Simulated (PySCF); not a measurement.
# How methods differ on the ionisation energy of O

O [He] 2s2 2p4 (3P) → O⁺ [He] 2s2 2p3 (4S), as a difference of total energies. Computed with PySCF 2.14 in dyall-av3z (15s9p3d2f, 71 functions), with no relativity, point nucleus. Correlated levels: valence: 1s2 frozen; virtual orbitals above 40 to 60 times the deepest correlated orbital energy dropped. The calculations carry no spin-orbit coupling.

```json
{"method": "UHF", "ionisation energy (eV)": "12.020"}
{"method": "MP2 (valence)", "ionisation energy (eV)": "13.336"}
{"method": "SCS-MP2 (valence)", "ionisation energy (eV)": "13.442"}
{"method": "CCSD (valence)", "ionisation energy (eV)": "13.372"}
{"method": "CCSD(T) (valence)", "ionisation energy (eV)": "13.422"}
```

Q: How much does correlation contribute at CCSD(T) (valence)?

A: 13.422 − (12.020) = 1.402 eV, measured against UHF.

Errors of the correlated levels include the incompleteness of this basis and the frozen core.

For comparison: 13.608 eV (measured; NIST levels, between the centres of gravity of the two terms).
